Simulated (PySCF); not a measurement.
**Bonding in `CC[C-](Cl)C#N`**

C4H5ClN (charge -1).
Atom-mapped SMILES: `[CH3:1][CH2:2][C-:3]([Cl:4])[C:5]#[N:6]` (hydrogens: H7, H8, H9 on C1; H10, H11 on C2)

Structure used (GFN2-xTB), in Å, numbered top down from 1:
```xyz
11
C4H5ClN angstrom
C     -1.2433    0.4020    0.2186
C     -0.2922   -0.5622   -0.5120
C      1.1224   -0.5672   -0.0072
Cl     1.2039   -1.2378    1.6864
C      1.9014    0.5447   -0.1624
N      2.6888    1.3634   -0.4428
H     -2.2544    0.3558   -0.1943
H     -1.2880    0.1439    1.2758
H     -0.8742    1.4232    0.1302
H     -0.2541   -0.2856   -1.5733
H     -0.7049   -1.5773   -0.4450
```

Bond orders from the PBE0/pcSseg-1 density (PySCF). Isolated species at its GFN2-xTB geometry (one conformer only). The pcSseg-1 basis has no diffuse functions, a weakness for an anion. The HOMO energy is positive at this level (+0.16 eV), so the outermost electrons may be held by the finite basis alone.

(1) How far do the computed orders between heavy atoms stray from the drawn ones?

(2) Give the Mayer order of every bond between heavy atoms, beside its length.

## Answers

(1) The largest departure is 0.224, at C3–C5 (drawn single, 1.224). Drawn single, order above 1.12: C3–C5 (1.224). Drawn single, order below 0.88: C3–Cl4 (0.865). The SMILES, with its formal charges, is one Lewis structure only.

(2) 
```json
{"bond": "C1–C2", "drawn as": "single", "length (Å)": "1.539", "Mayer order": "1.013"}
{"bond": "C2–C3", "drawn as": "single", "length (Å)": "1.502", "Mayer order": "1.094"}
{"bond": "C3–Cl4", "drawn as": "single", "length (Å)": "1.823", "Mayer order": "0.865"}
{"bond": "C3–C5", "drawn as": "single", "length (Å)": "1.366", "Mayer order": "1.224"}
{"bond": "C5–N6", "drawn as": "triple", "length (Å)": "1.170", "Mayer order": "2.900"}
```

By pair of heavy elements: C–C: lowest C1–C2 (1.013, 1.539 Å), highest C3–C5 (1.224, 1.366 Å).

Q: And the bonds to hydrogen?

A: C–H: 0.95 to 0.97 (5 bonds).

Q: Sum the orders of all bonds at each heavy atom with more than one neighbour and set the sums beside the valence in the SMILES.

A: C1 3.917 (drawn 4), C2 4.010 (drawn 4), C3 3.183 (drawn 3), C5 4.124 (drawn 4). Orders between atoms that aren't bonded are not in these sums.

Mayer orders depend on the basis set.

These values come from a run that also computed NMR shieldings. Time: 10 s wall. Hardware: one thread, x86-64 server, shared host.
